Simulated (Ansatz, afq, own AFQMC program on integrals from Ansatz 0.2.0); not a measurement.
**CH4⁺, doublet in 6-31G, levels against full CI**

```csv
atom,x (Å),y (Å),z (Å)
C,0.0379,-0.0780,0.0787
H,0.4025,0.6720,0.8267
H,-0.3363,-0.8230,0.8269
H,-0.9270,1.9097,-1.9268
H,0.4096,-0.8292,-0.6646
```

Basis 6-31G. Noble-gas cores (and the filled d shells of Ga–Kr and In–Xe) are frozen. Ansatz 0.2.0 and our own AFQMC program on the same integrals; the CISD trial comes from CCSD amplitudes, and released means the phaseless constraint is let go. Uncertainties: one standard error, sampling alone.

Determinant: UHF, the one that the program's search chose, which needn't be the lowest solution. The geometry is a point of a scan.

Full CI on the same integrals is exact in this basis and with this determinant's frozen core.

Cautions: the released energies have errors that jump between times, so the bars are unsure, so no released level is given (meV from the phaseless value at times in 1/Eh: -4.6 ± 2.0 at 0.24, -6.6 ± 1.1 at 0.51, -28 ± 21 at 0.99, -8.7 ± 1.3 at 1.62, -11.5 ± 1.9 at 2.40), though the last usable value meets full CI within the noise.

The T1 diagnostic is 0.0109, the weight of the determinant in the CISD state is 0.952 and the ⟨S²⟩ of the determinant is 0.750. The size of the correlated space is 7 electrons in 16 orbitals.

```csv
level,correlation energy (eV)
MP2,-1.9078
CCSD,-2.4555
CCSD(T),-2.4814
```

Q: Estimate where full CI lies against CCSD(T) on the same integrals.

A: 9.2 meV below CCSD(T).

Reference: full CI, correlation energy -2.491 eV.

```csv
level,E − E(reference) (meV),share of correlation (%)
CCSD(T),9.2,99.63
CCSDT,2.2,99.91
CCSDT(Q),0.4,99.98
CCSDTQ,0.1,100.00
ph-AFQMC/CISD,10.2 ± 1.7,99.59
```

CCSDT and higher add their correlation energy to the determinant of the CCSD(T) run, since their own runs factorise the integrals more tightly (a shift of under 2 meV). A walk keeps the symmetry of its determinant, which the program's search chose and which needn't be the lowest solution, so a lower state of the same spin and another symmetry isn't excluded.
